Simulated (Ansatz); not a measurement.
`CC(Cl)C=N` + H–F → `CC(F)Cl` + `C=N`  (substitution at a C–C bond)

Isolated molecules relaxed with PBE0-D4/def2-TZVP in Ansatz; ΔE leaves out vibrations. CCSD(T)/CBS adds triple-zeta CCSD(T) − MP2 to the extrapolated MP2 energy (def2 sets, frozen cores). This one scheme is used for every species. Functionals use def2-TZVPP. Each species was taken in one conformer, which may not be the lowest.

Q: Is it downhill or uphill in electronic energy at CCSD(T)/CBS, and by how much? (Best estimate.)

A: Computed: Uphill: ΔE = +14.5 kcal/mol.

Q: What do these levels give: PBE-D4, r2SCAN-D4, ωB97X-V, PBE, PBE0, HF/def2-TZVPP, SCS-MP2/def2-TZVPP, CCSD/def2-TZVPP, CCSD(T)/def2-TZVPP, HF/def2-QZVPP, SCS-MP2/def2-QZVPP, HF/CBS(def2)? (An estimate is asked.)

A: Computed: PBE-D4 11.7, r2SCAN-D4 11.0, ωB97X-V 10.8, PBE 10.1, PBE0 11.4, HF/def2-TZVPP 8.0, SCS-MP2/def2-TZVPP 14.0, CCSD/def2-TZVPP 12.9, CCSD(T)/def2-TZVPP 13.5, HF/def2-QZVPP 8.0, SCS-MP2/def2-QZVPP 14.6, HF/CBS(def2) 8.0 kcal/mol.

Largest T1 diagnostic among the species: 0.012.

The D4 term adds +2.5 kcal/mol with B3LYP and +1.4 kcal/mol with PBE0; it sums over pairs of atoms, weighted by their polarisabilities, and B3LYP, whose exchange is more repulsive, gets the larger term. In def2-TZVPP, CCSD(T) changes the Hartree–Fock value by +5.5 kcal/mol (the triples alone add +0.6 kcal/mol) and MP2 by +8.5 kcal/mol. From PBE to PBE0 (25 % exact exchange), in def2-TZVPP and without D4, ΔE moves by +1.4 kcal/mol.

B3LYP here is the variant with VWN-RPA as its local correlation; programs differ in this.
